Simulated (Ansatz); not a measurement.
This geometry of CH$_{3}$S$_{2}$ (6 atoms, charge -1, multiplicity 1) is a first-order saddle point.

Method: Ansatz, RKS PBE-D4/6-31G*.

```xyz
6
Properties=species:S:1:pos:R:3
S 0.460 0.542 -1.994
C -0.274 0.030 -0.480
S 0.953 -0.736 0.979
H -0.975 -0.818 -0.567
H -0.762 0.831 0.107
H 0.598 0.150 1.955
```

Question: Which two structures does it join? (They come from a converged band through this point; their orientation in space is the band's.)

Answer: No bond is made or broken. The dihedral H5–C2–S3–H6 goes from -91 to 56°.

Image 0:

```xyz
6
Properties=species:S:1:pos:R:3
S 0.756 0.625 -1.567
C -0.397 0.001 -0.368
S 0.358 -0.704 1.320
H -0.978 -0.882 -0.700
H -1.112 0.758 0.003
H 1.373 0.202 1.311
```

Image 8:

```xyz
6
Properties=species:S:1:pos:R:3
S 0.396 0.540 -2.037
C -0.254 0.096 -0.439
S 1.156 -0.158 0.886
H -0.798 -0.868 -0.422
H -0.899 0.870 0.020
H 0.399 -0.480 1.993
```

Question: How far does it lie above each of them?

Answer: 3.8 kcal/mol above the first and 1.4 kcal/mol above the second. This is the barrier of this one path; another mechanism may lie lower. Limits of this set-up: an anion without diffuse functions, the dipole of an ion depends on the origin.

Time of the run: 73 s on 1 thread of Arm Neoverse V2, on a shared host, peak memory 0.1 GiB.
